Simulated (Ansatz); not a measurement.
```yaml
crystal:
  periodic: [true, true, true]
  atoms:
    - {symbol: F, position_ang: [0.652125, 0.095509, -1.389599]}
    - {symbol: C, position_ang: [-0.015566, -0.390813, -0.290691]}
    - {symbol: S, position_ang: [-0.793419, 0.893189, 0.681652]}
    - {symbol: H, position_ang: [0.693363, -0.957253, 0.313682]}
    - {symbol: H, position_ang: [-0.820457, -1.043541, -0.634955]}
    - {symbol: H, position_ang: [0.325952, 1.338909, 1.273811]}
basis:
  gaussian: {orbitals: 6-31G, fitting: {mean_field: def2-universal-jkfit}}
hamiltonian: {xc: {name: PBEsol}}
scf: {lower_state_search: light}
output: {forces: true}
```

```sh
$ ansatz run in.yaml --threads 2 --pin off --events-out ev --progress --plain --max-ram 4352MiB
```

Shortened log:

```
Error: YAML parse error: error: line 2 column 3: crystal: missing field `lattice` (a structure is typed as `lattice` and `atoms`, a molecule's as `atoms` in Å alone, or read from a run's directory, `checkpoint`)
 --> <input>:2:3
  |
1 | crystal:
2 |   periodic: [true, true, true]
  |   ^ crystal: missing field `lattice` (a structure is typed as `lattice` and `atoms`, a molecule's as `atoms` in Å alone, or read from a run's directory, `checkpoint`)
3 |   atoms:
4 |     - {symbol: F, position_ang: [0.652125, 0.095509, -1.389599]}
  |
```

Question: What is wrong with this run?

Answer: The molecule is marked periodic without a cell. The input was rejected before any iteration.
